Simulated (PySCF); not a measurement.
Bond curve of PO

Set-up: basis P 3-21G, O 3-21G; no relativity; PySCF 2.14. Energies in eV from P + O in their ground configurations at the same level. State: ²Π (doublet), unpaired electrons π ↑.

All columns are LDA. A positive dipole means P(−)O(+).

```
R (Å)  E (eV)  μ (D)  Mulliken charge on P (basis-dependent)  HOMO (eV)  LUMO (eV)  Mayer bond order  ⟨S²⟩
1.352  -4.310  -1.29                                    0.48      -3.36      -3.53              2.02  0.75
1.415  -5.358  -1.34                                    0.47      -3.61      -3.78              2.04  0.75
1.478  -5.955  -1.38                                    0.45      -3.84      -4.02              2.06  0.75
1.525  -6.182  -1.41                                    0.43      -4.01      -4.19              2.08  0.75
1.572  -6.265  -1.44                                    0.42      -4.18      -4.36              2.10  0.75
1.619  -6.236  -1.46                                    0.40      -4.33      -4.51              2.12  0.75
1.682  -6.069  -1.49                                    0.37      -4.53      -4.70              2.15  0.75
1.761  -5.716  -1.53                                    0.34      -4.75      -4.92              2.18  0.75
1.855  -5.167  -1.57                                    0.30      -4.98      -5.16              2.22  0.75
1.981  -4.341  -1.63                                    0.25      -5.25      -5.42              2.26  0.75
```

A fit through these points gives, at Re = 1.582 Å, μ = -1.44 D and dμ/dR = -0.533 D/Å; the reduced mass is 10.55 u.

**Question.** How strong is the fundamental in the double-harmonic approximation, I = 42.26·(dμ/dR)²/μred km/mol?

**Answer.** I = 42.26·(-0.533)²/10.55 = 1.14 km/mol at LDA.

Counting both spins, an empty level lies below a filled one in this solution, because spin and occupation are held. 3-21G is very small, so such numbers show the basis as much as the molecule. The state is the lowest determinant that a PBE0 search found; another state may lie lower at other levels.
